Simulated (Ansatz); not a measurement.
CCSD(T) forces

SiH4, singlet, at a displaced guess of a reacting structure.

```
5
angstrom
Si -0.4978 -0.7797 0.0194
H 0.0499 0.8482 1.0508
H 0.5623 0.8606 0.1790
H -1.0084 -0.0318 -0.9597
H 0.9767 -1.3160 -0.2488
```

Computed with Ansatz 0.2.0 (basis: def2-TZVPP); correlated methods freeze the cores.

CCSD(T) forces from the calculation:
```json
{"atom": "Si1", "Fx": "2.224", "Fy": "-1.999", "Fz (eV/Å)": "4.381"}
{"atom": "H2", "Fx": "1.068", "Fy": "-0.886", "Fz (eV/Å)": "-2.679"}
{"atom": "H3", "Fx": "-1.365", "Fy": "-0.156", "Fz (eV/Å)": "2.091"}
{"atom": "H4", "Fx": "-0.826", "Fy": "2.197", "Fz (eV/Å)": "-3.442"}
{"atom": "H5", "Fx": "-1.102", "Fy": "0.844", "Fz (eV/Å)": "-0.352"}
```

(1) Which atom feels the largest CCSD(T) force, and how large is it?

The T1 diagnostic stays at or below 0.016. These are differences at one structure, and CCSD(T) in triple zeta is itself an approximation.

Answers

(1) Si1, 5.30 eV/Å, along (0.42, -0.38, 0.83).

Root-mean-square difference of the force components from those of CCSD(T): PBE0-D4 0.135; wB97M-V 0.036; r2SCAN-D4 0.217; PBE-D4 0.266; r2SCAN0-D4 0.134; revPBE-D4 0.252 eV/Å.

For scale, one of the runs: CCSD(T)/def2-TZVPP forces, 98 basis functions (an equivalent command: `ansatz run in.yaml --threads 4`). Hardware: 4 CPU threads, shared host. Wall time about 2.3 s.
